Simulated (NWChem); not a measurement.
All runs are NWChem calculations. System: hydrogen peroxide (H₂O₂), charge 0, spin multiplicity 1, at a geometry optimised with PBE0/def2-SVP. Level: RHF/def2-TZVP.

Job file:

```
start mol
memory heap 200 mb stack 800 mb global 1000 mb
geometry units angstroms nocenter noautoz
  O     -0.294240     0.645331    -0.054706
  O      0.294240    -0.645331    -0.054706
  H      0.367293     1.150276     0.437648
  H     -0.367293    -1.150276     0.437648
  symmetry group C2
end
basis spherical
  * library def2-tzvp
end
scf
  rhf
  nopen 0
  maxiter 100
  thresh 1e-7
  semidirect memsize 60000000 filesize 0
end
task scf energy
```

Part of the output:

```
             Northwest Computational Chemistry Package (NWChem) 7.3.0
             --------------------------------------------------------

                                NWChem Input Module
                                -------------------

 Scaling coordinates for geometry "geometry" by  1.889725989
 (inverse scale =  0.529177249)

 Turning off AUTOSYM since
 SYMMETRY directive was detected!

                             Geometry "geometry" -> ""
                             -------------------------

 Output coordinates in angstroms (scale by  1.889725989 to convert to a.u.)

  No.       Tag          Charge          X              Y              Z
 ---- ---------------- ---------- -------------- -------------- --------------
    1 O                    8.0000    -0.29424000     0.64533100    -0.05470600
    2 O                    8.0000     0.29424000    -0.64533100    -0.05470600
    3 H                    1.0000     0.36729300     1.15027600     0.43764800
    4 H                    1.0000    -0.36729300    -1.15027600     0.43764800

 Effective nuclear repulsion energy (a.u.)      37.3948476217

            Nuclear Dipole moment (a.u.)
            ----------------------------
        X                 Y               Z
 ---------------- ---------------- ----------------
     0.0000000000     0.0000000000     0.0000000000

      Symmetry information
      --------------------

 Group name             C2
 Group number              4
 Group order               2
 No. of unique centers     2

      Symmetry unique atoms

     1    3


 Summary of "ao basis" -> "" (spherical)
 ------------------------------------------------------------------------------
       Tag                 Description            Shells   Functions and Types
 ---------------- ------------------------------  ------  ---------------------
 *                         def2-tzvp                  on all atoms

 Summary of "ao basis" -> "ao basis" (spherical)
 ------------------------------------------------------------------------------
       Tag                 Description            Shells   Functions and Types
 ---------------- ------------------------------  ------  ---------------------
 O                         def2-tzvp                11       31   5s3p2d1f
 H                         def2-tzvp                 4        6   3s1p

                                 NWChem SCF Module
                                 -----------------

  ao basis        = "ao basis"
  functions       =    74
  atoms           =     4
  closed shells   =     9
  open shells     =     0
  charge          =   0.00
  wavefunction    = RHF
  use symmetry    = T
  symmetry adapt  = T

 Summary of "ao basis" -> "ao basis" (spherical)
 ------------------------------------------------------------------------------
       Tag                 Description            Shells   Functions and Types
 ---------------- ------------------------------  ------  ---------------------
 O                         def2-tzvp                11       31   5s3p2d1f
 H                         def2-tzvp                 4        6   3s1p

      Symmetry analysis of basis
      --------------------------

        a          37
        b          37

 Forming initial guess at       0.3s

      Superposition of Atomic Density Guess
      -------------------------------------

 Sum of atomic energies:        -150.56823290

      Non-variational initial energy
      ------------------------------

 Total energy =    -150.808485
[...]
                 4     -150.8427225826  1.19D-04  6.04D-05      1.3
                 5     -150.8427225858  1.50D-08  6.40D-09      1.8

       Final RHF  results
       ------------------

         Total SCF energy =   -150.842722585756
      One-electron energy =   -282.498649942528
      Two-electron energy =     94.261079735054
 Nuclear repulsion energy =     37.394847621718

        Time for solution =      1.0s

       Symmetry analysis of molecular orbitals - final
       -----------------------------------------------

  Numbering of irreducible representations:

     1 a           2 b

  Orbital symmetries:

     1 a           2 b           3 a           4 b           5 a
     6 b           7 a           8 a           9 b          10 a
    11 b          12 b          13 a          14 b          15 a
    16 b          17 a          18 b          19 a

             Final eigenvalues
             -----------------

              1
    1  -20.6257
    2  -20.6254
    3   -1.4874
    4   -1.2060
    5   -0.7168
    6   -0.7152
    7   -0.6179
    8   -0.5169
    9   -0.4768
   10    0.1357
   11    0.1528
   12    0.2833
   13    0.5431
   14    0.5462
   15    0.5708
   16    0.5931
   17    0.6279
   18    0.6418
   19    0.6849

                       ROHF Final Molecular Orbital Analysis
                       -------------------------------------

 Vector    7  Occ=2.000000D+00  E=-6.178880D-01  Symmetry=a
              MO Center= -1.1D-15, -3.6D-16, -1.2D-01, r^2= 1.2D+00
   Bfn.  Coefficient  Atom+Function         Bfn.  Coefficient  Atom+Function
  ----- ------------  ---------------      ----- ------------  ---------------
     7      0.234801  1 O  py                38     -0.234801  2 O  py
    10      0.220612  1 O  py                41     -0.220612  2 O  py
     8     -0.208228  1 O  pz                39     -0.208228  2 O  pz
    11     -0.185502  1 O  pz                42     -0.185502  2 O  pz

 Vector    8  Occ=2.000000D+00  E=-5.169277D-01  Symmetry=a
              MO Center=  4.0D-17,  7.8D-17,  2.1D-02, r^2= 1.2D+00
   Bfn.  Coefficient  Atom+Function         Bfn.  Coefficient  Atom+Function
  ----- ------------  ---------------      ----- ------------  ---------------
     6      0.318890  1 O  px                37     -0.318890  2 O  px
     9      0.283739  1 O  px                40     -0.283739  2 O  px
    12      0.182899  1 O  px                43     -0.182899  2 O  px

 Vector    9  Occ=2.000000D+00  E=-4.768072D-01  Symmetry=b
              MO Center= -7.3D-16, -1.7D-15, -8.4D-02, r^2= 1.2D+00
   Bfn.  Coefficient  Atom+Function         Bfn.  Coefficient  Atom+Function
  ----- ------------  ---------------      ----- ------------  ---------------
     8      0.341740  1 O  pz                39     -0.341740  2 O  pz
    11      0.304317  1 O  pz                42     -0.304317  2 O  pz
    14      0.225633  1 O  pz                45     -0.225633  2 O  pz

 Vector   10  Occ=0.000000D+00  E= 1.356717D-01  Symmetry=a
              MO Center= -5.6D-17, -4.0D-16,  6.9D-01, r^2= 4.9D+00
   Bfn.  Coefficient  Atom+Function         Bfn.  Coefficient  Atom+Function
  ----- ------------  ---------------      ----- ------------  ---------------
    65      1.202232  3 H  s                 71      1.202232  4 H  s
     5     -0.846812  1 O  s                 36     -0.846812  2 O  s
    12     -0.207275  1 O  px                43      0.207275  2 O  px
    13     -0.182898  1 O  py                44      0.182898  2 O  py
    14     -0.167841  1 O  pz                45     -0.167841  2 O  pz

 Vector   11  Occ=0.000000D+00  E= 1.528302D-01  Symmetry=b
              MO Center=  4.5D-16,  1.1D-15,  5.9D-01, r^2= 5.3D+00
   Bfn.  Coefficient  Atom+Function         Bfn.  Coefficient  Atom+Function
  ----- ------------  ---------------      ----- ------------  ---------------
    65      1.341528  3 H  s                 71     -1.341528  4 H  s
     5     -0.817022  1 O  s                 36      0.817022  2 O  s
    12     -0.322755  1 O  px                43     -0.322755  2 O  px
    14     -0.159122  1 O  pz                45      0.159122  2 O  pz

 Vector   12  Occ=0.000000D+00  E= 2.833166D-01  Symmetry=b
              MO Center=  6.0D-17, -5.3D-16,  7.2D-02, r^2= 2.5D+00
   Bfn.  Coefficient  Atom+Function         Bfn.  Coefficient  Atom+Function
  ----- ------------  ---------------      ----- ------------  ---------------
    13      1.109499  1 O  py                44      1.109499  2 O  py
     5     -0.734025  1 O  s                 36      0.734025  2 O  s
    65     -0.724397  3 H  s                 71      0.724397  4 H  s
    12     -0.364912  1 O  px                43     -0.364912  2 O  px
     7      0.292411  1 O  py                38      0.292411  2 O  py

 center of mass
 --------------
 x =   0.00000000 y =   0.00000000 z =  -0.04822971

 moments of inertia (a.u.)
 ------------------
          58.739939312058          18.650628297853           0.000000000000
          18.650628297853          12.502881906606           0.000000000000
           0.000000000000           0.000000000000          67.959897845836

  Mulliken analysis of the total density
  --------------------------------------

    Atom       Charge   Shell Charges
 -----------   ------   -------------------------------------------------------
    1 O    8     8.35   0.79  1.18  0.59  0.96  0.32  1.79  1.95  0.72  0.00  0.04  0.00
    2 O    8     8.35   0.79  1.18  0.59  0.96  0.32  1.79  1.95  0.72  0.00  0.04  0.00
    3 H    1     0.65   0.25  0.33  0.03  0.04
    4 H    1     0.65   0.25  0.33  0.03  0.04

       Multipole analysis of the density wrt the origin
       ------------------------------------------------

     L   x y z        total         open         nuclear
     -   - - -        -----         ----         -------
     0   0 0 0      0.000000      0.000000     18.000000

     1   1 0 0     -0.000000      0.000000      0.000000
     1   0 1 0     -0.000000      0.000000      0.000000
     1   0 0 1      0.728378      0.000000      0.000000

     2   2 0 0     -8.916401      0.000000      5.910265
     2   1 1 0      2.171968      0.000000     -7.831838
     2   1 0 1      0.000000      0.000000      0.000000
     2   0 2 0     -6.388316      0.000000     33.244835
     2   0 1 1      0.000000      0.000000      0.000000
     2   0 0 2     -8.668338      0.000000      1.538970

 Task  times  cpu:        1.7s     wall:        1.7s

 Total times  cpu:        1.9s     wall:        1.9s
```
